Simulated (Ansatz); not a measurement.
The cluster Si2H3⁻. The state is a singlet with charge -1. Geometry PBE0-D4/def2-TZVPD; atoms count from 1.

```xyz
5

Si    0.4604   -1.2893   -1.0274
Si    0.1081    0.2087    0.5266
H    -0.5707   -0.5663   -1.9171
H    -0.8030    1.4121    0.5529
H     0.8052    0.2348    1.8650
```

The structure comes from a short search, and lower isomers may exist.

Q: Estimate the Mulliken populations from the PBE0/def2-TZVPD orbitals of Ansatz.

A: 
| atom | charge (e) |
| --- | --- |
| Si1 | -0.54 |
| Si2 | -0.38 |
| H3 | -0.04 |
| H4 | -0.02 |
| H5 | -0.02 |
Mulliken values and Mayer orders depend strongly on the basis. With diffuse functions, as here, like atoms can get unlike values, and bond orders can come out too low or too high.

Q: And the Mayer bond orders between bonded heavy atoms (over 0.3)?

A: Si1–Si2 1.88 (2.19 Å).
